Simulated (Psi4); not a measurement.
H$_{2}$O$_{2}$, singlet, geometry from GFN2-xTB of the parent state; Psi4 1.11 with MP2/def2-SV(P).

The Psi4 input:
```
memory 2 GB

molecule mol {
0 1
O    -0.590657   -0.019005    0.259309
O     0.590657    0.019005   -0.259309
H    -1.289471   -0.034173   -0.463518
H     1.289471    0.034173    0.463518
}

set {
  basis def2-sv(p)
  reference rhf
}

energy('mp2')
print_variables()
```

What the program printed (banner, timings and long lists left out):

```
    SCF Algorithm Type (re)set to DF.

   => Loading Basis Set <=

    Name: DEF2-SV(P)
    Role: ORBITAL
    Keyword: BASIS

         ---------------------------------------------------------
                                   SCF
               by Justin Turney, Rob Parrish, Andy Simmonett
                          and Daniel G. A. Smith
                              RHF Reference
         ---------------------------------------------------------

  ==> Geometry <==

    Molecular point group: c2h
    Full point group: C2h

    Geometry (in Angstrom), charge = 0, multiplicity = 1:

       Center              X                  Y                   Z               Mass
    ------------   -----------------  -----------------  -----------------  -----------------
         O            0.590959802890     0.259315542388     0.000000000000    15.994914619570
         O           -0.590959802890    -0.259315542388     0.000000000000    15.994914619570
         H            1.289919537150    -0.463529694598     0.000000000000     1.007825032230
         H           -1.289919537150     0.463529694598     0.000000000000     1.007825032230

  Running in c2h symmetry.

  Rotational constants: A =     11.00172  B =      1.08216  C =      0.98525 [cm^-1]
  Rotational constants: A = 329823.24655  B =  32442.47457  C =  29537.10955 [MHz]
  Nuclear repulsion =   39.328175589068906

  Charge       = 0
  Multiplicity = 1
  Electrons    = 18
  Nalpha       = 9
  Nbeta        = 9

  ==> Algorithm <==

  SCF Algorithm Type is DF.
  DIIS enabled.
  MOM disabled.
  Fractional occupation disabled.
  Guess Type is SAD.
  Energy threshold   = 1.00e-08
  Density threshold  = 1.00e-08
  Integral threshold = 1.00e-12

  ==> Primary Basis <==

  Basis Set: DEF2-SV(P)
    Blend: DEF2-SV(P)
    Number of shells: 16
    Number of basis functions: 32
    Number of Cartesian functions: 34
    Spherical Harmonics?: true
    Max angular momentum: 2

   => Loading Basis Set <=

    Name: (DEF2-SV(P) AUX)
    Role: JKFIT
    Keyword: DF_BASIS_SCF

  ==> Integral Setup <==

  SCF_SUBTYPE=INCORE selected. In-core MEM_DF algorithm will be used.
  Using in-core AOs.

  ==> MemDFJK: Density-Fitted J/K Matrices <==

    J tasked:                   Yes
    K tasked:                   Yes
    wK tasked:                   No
    Algorithm:                 Core
    Schwarz Cutoff:           1E-12
    Mask sparsity (%):       0.0000
    Fitting Condition:        1E-10

   => Auxiliary Basis Set <=

  Basis Set: (DEF2-SV(P) AUX)
    Blend: DEF2-UNIVERSAL-JKFIT
    Number of shells: 62
    Number of basis functions: 190
    Number of Cartesian functions: 226
    Spherical Harmonics?: true
    Max angular momentum: 4

  Minimum eigenvalue in the overlap matrix is 2.7630890727E-02.
  Reciprocal condition number of the overlap matrix is 7.7598410551E-03.
    Using symmetric orthogonalization.

  ==> Pre-Iterations <==

  SCF Guess: Superposition of Atomic Densities via on-the-fly atomic UHF (no occupation information).

   -------------------------
    Irrep   Nso     Nmo
   -------------------------
     Ag        12      12
     Bg         4       4
     Au         4       4
     Bu        12      12
   -------------------------
    Total      32      32
   -------------------------

  ==> Iterations <==

                           Total Energy        Delta E     RMS |[F,P]|

   @DF-RHF iter SAD:  -150.13065770010070   -1.50131e+02   0.00000e+00
   @DF-RHF iter   1:  -150.56164003735353   -4.30982e-01   1.75237e-02 DIIS/ADIIS
   @DF-RHF iter   2:  -150.60620694793460   -4.45669e-02   6.06255e-03 DIIS/ADIIS
   @DF-RHF iter   3:  -150.61066042256127   -4.45347e-03   1.72757e-03 DIIS/ADIIS
   @DF-RHF iter   4:  -150.61122356878028   -5.63146e-04   4.56251e-04 DIIS/ADIIS
   @DF-RHF iter   5:  -150.61127201400470   -4.84452e-05   7.30130e-05 DIIS
   @DF-RHF iter   6:  -150.61127416584620   -2.15184e-06   1.43211e-05 DIIS
[...]

    Orbital Energies [Eh]
    ---------------------

    Doubly Occupied:

[...]
    Virtual:

[...]
    Final Occupation by Irrep:
             Ag    Bg    Au    Bu
    DOCC [     4,    1,    1,    3 ]
    NA   [     4,    1,    1,    3 ]
    NB   [     4,    1,    1,    3 ]

  @DF-RHF Final Energy:  -150.61127426489784

   => Energetics <=

    Nuclear Repulsion Energy =             39.3281755890689055
    One-Electron Energy =                -286.1264742760176318
    Two-Electron Energy =                  96.1870244220508823
    Total Energy =                       -150.6112742648978440

Computation Completed

Properties will be evaluated at   0.000000,   0.000000,   0.000000 [a0]

Properties computed using the SCF density matrix

 Multipole Moments:

 ------------------------------------------------------------------------------------
     Multipole            Electronic (a.u.)      Nuclear  (a.u.)        Total (a.u.)
 ------------------------------------------------------------------------------------

 L = 1.  Multiply by 2.5417464519 to convert [e a0] to [Debye]
 Dipole X            :          0.0000000            0.0000000            0.0000000
 Dipole Y            :          0.0000000            0.0000000            0.0000000
 Dipole Z            :          0.0000000            0.0000000            0.0000000
 Magnitude           :                                                    0.0000000

 ------------------------------------------------------------------------------------

  //>>>>>>>>>>>>>>>>>>>>>>>>>>>>>>>>>>>//
  //               DFMP2               //
  //<<<<<<<<<<<<<<<<<<<<<<<<<<<<<<<<<<<//

   => Loading Basis Set <=

    Name: (DEF2-SV(P) AUX)
    Role: RIFIT
    Keyword: DF_BASIS_MP2

	 --------------------------------------------------------
	                          DF-MP2
	      2nd-Order Density-Fitted Moller-Plesset Theory

	        Rob Parrish, Justin Turney, Andy Simmonett,
	           Ed Hohenstein, and C. David Sherrill
	 --------------------------------------------------------

   => Auxiliary Basis Set <=

  Basis Set: (DEF2-SV(P) AUX)
    Blend: DEF2-SV_P_-RI
    Number of shells: 44
    Number of basis functions: 124
    Number of Cartesian functions: 140
    Spherical Harmonics?: true
    Max angular momentum: 3

	 --------------------------------------------------------
	                 NBF =    32, NAUX =   124
	 --------------------------------------------------------
	   CLASS    FOCC     OCC    AOCC    AVIR     VIR    FVIR
	   PAIRS       0       9       9      23      23       0
	 --------------------------------------------------------

	-----------------------------------------------------------
	 ==================> DF-MP2 Energies <====================
	-----------------------------------------------------------
	 Reference Energy          =    -150.6112742648978440 [Eh]
	 Singles Energy            =      -0.0000000000000000 [Eh]
	 Same-Spin Energy          =      -0.0954516362917056 [Eh]
	 Opposite-Spin Energy      =      -0.2726170767114791 [Eh]
	 Correlation Energy        =      -0.3680687130031847 [Eh]
	 Total Energy              =    -150.9793429779010410 [Eh]
	-----------------------------------------------------------
	 ================> DF-SCS-MP2 Energies <==================
	-----------------------------------------------------------
	 SCS Same-Spin Scale       =       0.3333333333333333 [-]
	 SCS Opposite-Spin Scale   =       1.2000000000000000 [-]
	 SCS Same-Spin Energy      =      -0.0318172120972352 [Eh]
	 SCS Opposite-Spin Energy  =      -0.3271404920537749 [Eh]
	 SCS Correlation Energy    =      -0.3589577041510101 [Eh]
	 SCS Total Energy          =    -150.9702319690488537 [Eh]
	-----------------------------------------------------------

  Variable Map:
  ----------------------------------------------------------------------------
[...]
  Array Variable Map:
  ----------------------------------------------------------------------------
[...]
[...]
```
